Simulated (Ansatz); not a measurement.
The input, for Ansatz 0.2.0:

```yaml
crystal:
  periodic: [false, false, false]
  atoms:
    - {symbol: C, position_ang: [0.000000, -0.354726, 1.211421]}
    - {symbol: Al, position_ang: [0.000044, -0.065009, -0.715483]}
    - {symbol: S, position_ang: [0.000013, -0.141512, -2.322663]}
    - {symbol: H, position_ang: [-0.000057, 0.561246, 1.826724]}
basis:
  gaussian: {orbitals: cc-pVDZ}
correlation: {method: fic_mrcisd_q, electrons: outside_noble_gas, active_space: {window: {electrons: 2, orbitals: 2}}}
```

```sh
$ ansatz run in.yaml --threads 1 --pin off --events-out ev --progress --plain --max-ram 2393MiB
```

Roughly how long does this take on 1 thread of Arm Neoverse V1, shared host, and how much host memory?

3.2 s wall and 0.1 GiB.

```
551 factors; integrals over basis functions are off by at most 8.4e-4 eV
mean field evaluation 1: about -18437.7005 eV, gradient 2.0e1 eV
mean field evaluation 2: about -18437.7458 eV, gradient 2.0e1 eV
mean field evaluation 4: about -18439.4339 eV, gradient 2.0e0 eV
mean field evaluation 8: about -18439.4751 eV, gradient 1.2e-1 eV
mean field -18439.47529770 eV, -677.6382184653 hartree, gradient 1.5e-6 eV, S^2 0.000000; 0 other end points of the search recorded, 0 dependent functions left out; unrestricted orbitals would lower it
reference -18439.47529770 eV, -677.6382184653 hartree; 18, 18 occupied and 37, 37 virtual orbitals, 551 factors
state -18439.99404190 eV, -677.6572819628 hartree
contracted CI cycle   1: correlation 0.00000000 eV, 0.0000000000 hartree, residual 2.16e1 eV
contracted CI cycle   2: correlation -6.91137535 eV, -0.2539883596 hartree, residual 3.24e0 eV
contracted CI cycle   3: correlation -7.11238190 eV, -0.2613752137 hartree, residual 1.02e0 eV
contracted CI cycle   4: correlation -7.13479752 eV, -0.2621989729 hartree, residual 4.53e-1 eV
contracted CI cycle   5: correlation -7.14016340 eV, -0.2623961653 hartree, residual 2.53e-1 eV
contracted CI cycle   6: correlation -7.14163578 eV, -0.2624502743 hartree, residual 1.31e-1 eV
contracted CI cycle   7: correlation -7.14206671 eV, -0.2624661107 hartree, residual 6.01e-2 eV
contracted CI cycle   8: correlation -7.14215639 eV, -0.2624694062 hartree, residual 2.74e-2 eV
contracted CI cycle   9: correlation -7.14217388 eV, -0.2624700491 hartree, residual 1.47e-2 eV
contracted CI cycle  10: correlation -7.14217804 eV, -0.2624702018 hartree, residual 7.19e-3 eV
contracted CI cycle  11: correlation -7.14217906 eV, -0.2624702393 hartree, residual 3.00e-3 eV
contracted CI cycle  12: correlation -7.14217924 eV, -0.2624702460 hartree, residual 1.26e-3 eV
state -18439.99404190 eV, -677.6572819628 hartree; corrected -18448.05152055 eV, -677.9533888419 hartree
state -18439.87452365 eV, -677.6528897482 hartree
contracted CI cycle   1: correlation 0.00000000 eV, 0.0000000000 hartree, residual 2.16e1 eV
contracted CI cycle   2: correlation -6.94687236 eV, -0.2552928506 hartree, residual 3.35e0 eV
contracted CI cycle   3: correlation -7.15664290 eV, -0.2630017754 hartree, residual 9.77e-1 eV
contracted CI cycle   4: correlation -7.17789320 eV, -0.2637827098 hartree, residual 4.27e-1 eV
contracted CI cycle   5: correlation -7.18323283 eV, -0.2639789374 hartree, residual 2.59e-1 eV
contracted CI cycle   6: correlation -7.18510837 eV, -0.2640478624 hartree, residual 1.48e-1 eV
contracted CI cycle   7: correlation -7.18571759 eV, -0.2640702506 hartree, residual 7.53e-2 eV
contracted CI cycle   8: correlation -7.18586063 eV, -0.2640755074 hartree, residual 3.49e-2 eV
contracted CI cycle   9: correlation -7.18588727 eV, -0.2640764863 hartree, residual 1.58e-2 eV
contracted CI cycle  10: correlation -7.18589267 eV, -0.2640766848 hartree, residual 6.68e-3 eV
contracted CI cycle  11: correlation -7.18589364 eV, -0.2640767205 hartree, residual 2.77e-3 eV
contracted CI cycle  12: correlation -7.18589381 eV, -0.2640767267 hartree, residual 1.17e-3 eV
state -18439.87452365 eV, -677.6528897482 hartree; corrected -18448.01070028 eV, -677.9518887244 hartree
state -18439.99404190 eV, -677.6572819628 hartree; corrected -18448.05152055 eV, -677.9533888419 hartree
2 active orbitals were swapped for others, from the solution at -18439.87450762 eV, -677.6528891590 hartree to that at -18439.99386081 eV, -677.6572753081 hartree; typed "places" are swapped only where nearly empty or full, and so, without "given_window_search", are "orbital_numbers", "shells" and a window whose orbitals a file names under [Active]
Total energy: -18448.05152055 eV, -677.9533888419 hartree
```

Natural occupations: 1.9277 0.0723.
